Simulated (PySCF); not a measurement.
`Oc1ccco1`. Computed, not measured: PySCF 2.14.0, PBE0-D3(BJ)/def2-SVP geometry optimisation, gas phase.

```
atom  x, y, z in Å
O1     1.9442   -0.4429   -0.5084
C2     0.6645   -0.2793   -0.1825
C3    -0.1038    0.8409   -0.0643
C4    -1.4010    0.3598    0.3178
C5    -1.3122   -0.9931    0.3984
O6    -0.0393   -1.3877    0.0889
H7     2.1484   -1.3856   -0.4806
H8     0.2178    1.8649   -0.2285
H9    -2.2899    0.9578    0.5084
H10   -2.0091   -1.7871    0.6474
```

Question: What is the longest distance between nuclei?

Answer: H7···H9, 5.12 Å; the next longest distance is 4.57 Å.

Question: What is the repulsion energy of the bare nuclei, Σ ZA·ZB/RAB?

Answer: 225.48 Eh over 45 pairs, with full nuclear charges and distances in bohr; the largest single term is 19.09 Eh (O1 with C2).

Question: Work out the bond lengths O1–H7, C2–C3, C2–O6, C3–H8 in Å.

Answer: For O1–H7 the difference vector is (0.2042, -0.9427, 0.0278) Å, of length 0.9650 Å. O1–H7 0.965; C2–C3 1.363; C2–O6 1.341; C3–H8 1.086 Å.

Question: What are the angles C2–O1–H7, O1–C2–C3, O1–C2–O6, C2–C3–C4, C4–C5–O6?

Answer: From the scalar product of the two bond vectors; for C2–O1–H7 it is -0.4065 Å² over 1.3306 × 0.9650 Å², cos θ = -0.3166. C2–O1–H7 108.5°; O1–C2–C3 131.6°; O1–C2–O6 116.9°; C2–C3–C4 104.9°; C4–C5–O6 109.6°.

Question: How far are the heavy atoms from their best plane (unweighted least squares)?

Answer: 0.001 Å rms; none is more than 0.001 Å off.

Question: Give the dihedral angles H8–C3–C4–H9, C3–C2–O6–C5, O1–C2–O6–C5, O6–C2–C3–H8.

Answer: H8–C3–C4–H9 0° (synperiplanar); C3–C2–O6–C5 0° (synperiplanar); O1–C2–O6–C5 180° (antiperiplanar); O6–C2–C3–H8 180° (antiperiplanar). Dihedral signs follow IUPAC: positive where, seen along the central bond, the front bond turns clockwise onto the rear one.

Question: Write the matrix of distances between heavy atoms (Å, lower triangle).

Answer: 
```
O1    0.000
C2    1.331  0.000
C3    2.458  1.363  0.000
C4    3.538  2.219  1.435  0.000
C5    3.425  2.180  2.245  1.358  0.000
O6    2.277  1.341  2.235  2.227  1.368  0.000
```

Whether it is a minimum is left open (no frequencies). One conformer, not necessarily the lowest.
